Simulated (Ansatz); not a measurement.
Basis sets compared for the cluster P₄⁺. The state is a doublet with charge 1. Geometry PBE-D4/def2-TZVP. Ansatz on 4 threads of Intel Xeon on a shared host; times are rough, and most runs start from earlier orbitals.

```xyz
4

P    -0.9360   -1.0134   -0.0574
P     1.1874   -0.6575    0.2500
P     0.2781    0.7803   -1.1044
P    -0.5296    0.8906    0.9118
```

B3LYP takes the VWN-RPA correlation. The structure comes from a short search, and lower isomers may exist.

```
           level  functions  energy (Eh)  HOMO (eV)  LUMO (eV)  wall time
       HF/STO-3G         36   -1347.4524     -12.65      -3.87     0.15 s
        HF/6-31G         52   -1362.3521     -15.80      -7.98     0.35 s
 PBE-D4/def2-SVP         72   -1364.0941     -12.22     -11.52     0.65 s
  B3LYP-D4/6-31G         52   -1364.9423     -13.25     -11.32     0.65 s
PBE0-D4/def2-SVP         72   -1364.1899     -13.28     -10.77     0.85 s
```

(1) Estimate the rows for HF/def2-TZVP, PBE-D4/def2-TZVP, B3LYP-D4/def2-TZVP, PBE0-D4/def2-TZVP.

Results:

(1) 
```csv
level,functions,energy (Eh),HOMO (eV),LUMO (eV),wall time
HF/def2-TZVP,148,-1362.7265,-15.21,-6.76,4 s
PBE-D4/def2-TZVP,148,-1364.5852,-11.97,-11.22,1.4 s
B3LYP-D4/def2-TZVP,148,-1365.2537,-12.66,-10.56,2.4 s
PBE0-D4/def2-TZVP,148,-1364.6810,-12.99,-10.40,2.8 s
```
